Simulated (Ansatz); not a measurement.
# SiPO (sextet): from Hartree-Fock to the top rungs, cc-pVDZ

One table from this session's results is given with a row withheld; the runs are named, their logs left out.

Program: Ansatz 0.2.0, Gaussian basis. Level of theory: cc-pVDZ, core rule «outside noble gas», up to 11 orbitals frozen. These are calculated values, not measurements.

Plan: UHF; CCSD(T) on ROHF; CCSD(T) on UHF; BCCD(T) on ROHF; CISD as a restricted active space (open shells left free, so some higher excitations enter); CCSDT(Q) on ROHF; CCSDT(Q) on UHF.

35 further runs of the same task are left out: 11 for a known fault of the program, 11 that didn't finish, 13 set aside as unsound or not needed. Runs told in other sessions of the task aren't counted.

**What is computed**

The geometry is a PBE0/def2-TZVP stationary point (not a proven minimum) of the parent state, kept for this charge and spin.

3 atoms, charge 0, spin multiplicity 6.

Atoms are counted from 1 here; the program's logs count them from 0.

Bond lengths: O1–P2 1.484 Å, P2–Si3 2.271 Å. Angles: O1–P2–Si3 116.0°.

Set-up of the first run:

Input file in.yaml:

```yaml
crystal:
  periodic: [false, false, false]
  atoms:
    - {symbol: O, position_ang: [0.000000, -0.621986, 1.603231]}
    - {symbol: P, position_ang: [0.000000, 0.473546, 0.601473]}
    - {symbol: Si, position_ang: [0.000000, -0.167920, -1.576637]}
basis:
  gaussian: {orbitals: cc-pVDZ}
magnetization: {spin_polarized: true, initial_magnetization: 5}
hamiltonian: {xc: hf}
output: {orbitals: {seedname: orbitals}}
```

Run with:

```bash
ansatz run in.yaml --threads 1 --pin off --events-out ev --progress --plain --max-ram 2393MiB
```

Steps of the session up to this table: UHF; CCSD(T) on ROHF; CCSD(T) on UHF; BCCD(T) on ROHF; CISD as a restricted active space (open shells left free, so some higher excitations enter); CCSDT(Q) on ROHF; CCSDT(Q) on UHF.

One of the session's tables, all rows but one given; the rest of the session is left out.

| method | from UCCSDT(Q) (kJ/mol) |
| --- | --- |
| ROHF | +933.1 |
| UHF | +897.1 |
| RMP2 | +143.2 |
| UMP2 | +133.5 |
| CISD | ? |
| RCCSD | +42.4 |
| UCCSD | +40.6 |
| RCCSD(T) | +9.9 |
| UCCSD(T) | +9.3 |
| BCCD(T) | +8.2 |
| RCCSDT | +4.7 |
| UCCSDT | +4.4 |
| RCCSDT(Q) | 0.0 |
| UCCSDT(Q) | 0 |

**Question.** Estimate the row for CISD.

As computed: from UCCSDT(Q) (kJ/mol): +136.0. In the column «from UCCSDT(Q) (kJ/mol)» it lies between UMP2 (+133.5) and RMP2 (+143.2).

Limits of these values: Restricted and unrestricted rows rest on different reference determinants; a gap between their highest levels can come from leftover correlation error, from unlike frozen cores or from another state.
